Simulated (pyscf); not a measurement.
`[CH3][In]` [singlet] + `[NH3]` → `[CH3][InH][NH2]`, an insertion (singlet surface; H–N broken, In–N, H–In formed). Optimised with ωB97X-D3(BJ)/def2-SVP in PySCF. Correlated levels are frozen-core, on RHF or UHF. ΔMP2 is the change of the MP2 total energy from the triple- to the quadruple-zeta basis. Energies in kcal/mol from the separated reactants.

Small-basis levels: PySCF, no dispersion term, spherical d functions. AM1 to PM7: differences of heats of formation from MOPAC, which are fitted to 298 K values and so differ in kind from electronic energies by zero-point and thermal terms. GFN2-xTB: tblite. Cost: rough CPU time at the saddle relative to B3LYP/6-31G*+LANL2DZ, from one job on a shared machine.

| level | barrier | reaction energy | cost |
|---|---|---|---|
| HF/6-31G*+LANL2DZ | 70.5 | -3.0 | 0.08 |
| BP86/6-31G*+LANL2DZ | 35.5 | -11.8 | 1 |
| B3LYP/LANL2DZ | 36.5 | -19.8 | 0.9 |
| B3LYP/6-31G*+LANL2DZ | 43.0 | -11.5 | 1 |
| M06-2X/6-31G*+LANL2DZ | 46.7 | -12.5 | 3 |
| B3LYP/6-311+G**+LANL2DZ | 44.4 | -8.7 | 2 |
| PBE/def2-SVP | 39.4 | -0.2 | 3 |
| B3LYP/def2-SVP | 49.3 | +3.5 | 2 |
| GFN2-xTB | 40.8 | +8.9 | under 0.02 |
| AM1 | 52.8 | +15.7 | under 0.02 |
| PM6 | 69.6 | +26.5 | under 0.02 |
| PM7 | 71.6 | +5.2 | under 0.02 |
| CCSD(T)/def2-TZVPP + ΔMP2(QZVPP) | 47.2 | -2.3 | – |

Against the last row the barrier runs from -11.6 (BP86/6-31G*+LANL2DZ) to +24.5 kcal/mol (PM7). CCSD(T)/def2-TZVPP + ΔMP2(QZVPP) has limits of its own. On the reactant side the descent ends in a bound adduct, 10.9 kcal/mol under the separated species and 60.0 kcal/mol under the saddle at ωB97X-D3(BJ)/def2-TZVP. The same reactants have a lower exit, to H₂N–In [singlet] + CH₄ (barrier +16.8 kcal/mol at ωB97M-D3(BJ)/def2-TZVP, against +50.9 kcal/mol here). One saddle was located; it need not be the lowest between these sides. The CCSD(T) − MP2 part came from Ansatz, without density fitting, on the same reference. The frozen core leaves the outer d or s,p core shells of the metals and heavy elements correlated in the MP2 and CC values, and def2-TZVPP describes them poorly, which can shift differences by a few kcal/mol. In the def2 sets elements past Kr carry core potentials, without spin-orbit coupling.
